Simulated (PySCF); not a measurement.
Species, as SMILES: FC(F)(F)F.
Geometry (B3LYP-D3(BJ)/def2-TZVP, fixed):
```xyz
5

C      0.0000     0.0000     0.0000
F      0.7629     0.7657     0.7682
F     -0.7843    -0.7493     0.7628
F     -0.7467     0.7653    -0.7843
F      0.7680    -0.7817    -0.7466
```

How fast the lowest singlet excitation energy converges with the basis for several methods (PySCF): deviation from each method's own reference, in eV. References: CAM-B3LYP 11.771 eV, the value in aug-pcseg-2; PBE 10.183 eV, the value in aug-pcseg-2; PBE0 11.700 eV, the value in aug-pcseg-2. All functions are spherical. Density fitting with generated auxiliary sets. No added dispersion term, no relativity. Tamm-Dancoff approximation, the state taken by its order.

```
basis            functions  CAM-B3LYP  PBE   PBE0
---------------  ---------  ---------  ---  -----
6-31G                   45      2.506  ___  2.557
3-21G                   45      2.884  ___  2.967
pcseg-0                 45      2.926  ___  3.009
pcseg-1                 70      2.953  ___  3.001
cc-pVDZ                 70      3.054  ___  3.114
6-31G**                 70      3.185  ___  3.253
6-31G*                  70      3.185  ___  3.253
6-311G**                90      2.945  ___  3.004
cc-pVTZ                150      2.694  ___  2.772
def2-TZVPP             155      1.715  ___  1.825
jun-cc-pV(T+d)Z        195      0.083  ___  0.110
cc-pVQZ                275      1.967  ___  2.062
```

Task: Complete the blanks.

Result: 
- 6-31G, PBE: 2.823
- 3-21G, PBE: 3.231
- pcseg-0, PBE: 3.252
- pcseg-1, PBE: 3.202
- cc-pVDZ, PBE: 3.324
- 6-31G**, PBE: 3.467
- 6-31G*, PBE: 3.467
- 6-311G**, PBE: 3.210
- cc-pVTZ, PBE: 2.934
- def2-TZVPP, PBE: 1.915
- jun-cc-pV(T+d)Z, PBE: 0.120
- cc-pVQZ, PBE: 2.161

Mean absolute deviation over 6-311G**, cc-pVTZ, def2-TZVPP, jun-cc-pV(T+d)Z: CAM-B3LYP 1.859, PBE0 1.928, PBE 2.045 eV.
